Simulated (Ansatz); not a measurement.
Relaxation of CH$_{3}$LiSi (6 atoms, charge 0, multiplicity 1), to a largest force component of 0.02 eV/Å in at most 50 steps.

Method: RKS r2SCANh/def2-SVP (Ansatz).

```xyz
6
Properties=species:S:1:pos:R:3
Li -2.184 0.234 0.573
Si -0.398 -0.779 -0.673
C 0.487 0.407 0.305
H 0.526 -0.301 -0.523
H 1.551 0.585 0.298
H -0.053 1.040 1.021
```

Task: Where does it end, and by what steps?

Result: The forces met the threshold. After 17 steps the energy has fallen by 7.114 eV; H4 moved furthest, 1.20 Å. The start is strongly strained (largest force component 20 eV/Å), so its close contacts needn't be bonds. Parted: C3–H4. Joined: Li1–C3, Li1–H6.

| step | energy less start (eV) | largest force component (eV/Å) | accepted |
| --- | --- | --- | --- |
| 0 | 0.0000 | 19.926 | yes |
| 1 | -2.9496 | 9.313 | yes |
| 2 | -4.6524 | 3.137 | yes |
| 3 | -5.3492 | 1.683 | yes |
| 4 | -5.9033 | 1.699 | yes |
| 5 | -6.4463 | 2.436 | yes |
| 6 | -6.7978 | 2.109 | yes |
| 7 | -7.0361 | 0.894 | yes |
| 8 | -7.0764 | 0.427 | yes |
| 9 | -7.0614 | 0.531 | no |
| 10 | -7.0942 | 0.101 | yes |
| 11 | -7.0961 | 0.135 | yes |
| 12 | -7.1002 | 0.283 | yes |
| 13 | -7.1063 | 0.167 | yes |
| 14 | -7.1109 | 0.184 | yes |
| 15 | -7.1125 | 0.122 | yes |
| 16 | -7.1142 | 0.027 | yes |
| 17 | -7.1143 | 0.012 | yes |

```xyz
6
Properties=species:S:1:pos:R:3
Li -1.852 0.622 0.429
Si -0.262 -0.869 -0.455
C 0.240 0.521 0.540
H 0.865 -0.961 -1.464
H 1.185 1.072 0.452
H -0.248 0.799 1.500
```

Whether the end is a true minimum wasn't checked by a vibrational analysis.

Run time: 2.3 min on 1 CPU thread of a shared host.
